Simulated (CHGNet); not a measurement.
**hcp Lu**

These are the machine-learned potential CHGNet-r²SCAN (trained on r²SCAN data) values and carry that method's errors.

Cell (relaxed at this level):

```cif
data_Lu2
_chemical_formula_sum 'Lu2'
_space_group_name_H-M_alt 'P 1'
_space_group_IT_number 1
_cell_length_a 3.51310
_cell_length_b 3.51310
_cell_length_c 5.45071
_cell_angle_alpha 90.000
_cell_angle_beta 90.000
_cell_angle_gamma 120.000
loop_
_space_group_symop_operation_xyz
  'x, y, z'
loop_
_atom_site_label
_atom_site_type_symbol
_atom_site_fract_x
_atom_site_fract_y
_atom_site_fract_z
_atom_site_occupancy
Lu1 Lu 0.66667 0.33333 0.75000 1
Lu2 Lu 0.33333 0.66667 0.25000 1
```

For hcp Lu, the equilibrium lattice constant a comes out as 3.513 Å and the lattice parameter c comes out as 5.451 Å. The equilibrium volume per atom is 29.13 Å³/atom.

Measured, for comparison: lattice constant a 3.505 Å (293 K, no zero-point or thermal correction; as tabulated in Wikipedia's data pages); lattice parameter c 5.549 Å (293 K, no zero-point or thermal correction, our sources range from 5.549 to 5.563; as tabulated in Wikipedia's data pages); equilibrium volume per atom 29.52 Å³/atom (room temperature, no zero-point or thermal correction; as tabulated in Söderlind et al. (2014), doi:10.1088/0953-8984/26/41/416001). Computed (rounded) less measured: lattice constant a +0.2 %, lattice parameter c -1.8 % (-1.8 % to -2.0 % over the range), equilibrium volume per atom -1.3 %. A static lattice is as a rule a little smaller and stiffer than an uncorrected measurement, which narrows the difference in the lattice parameter c, equilibrium volume per atom and would widen misses of the other sign.

A machine-learned potential is trained on density-functional data: it inherits that level's misses and adds fitting errors of its own.
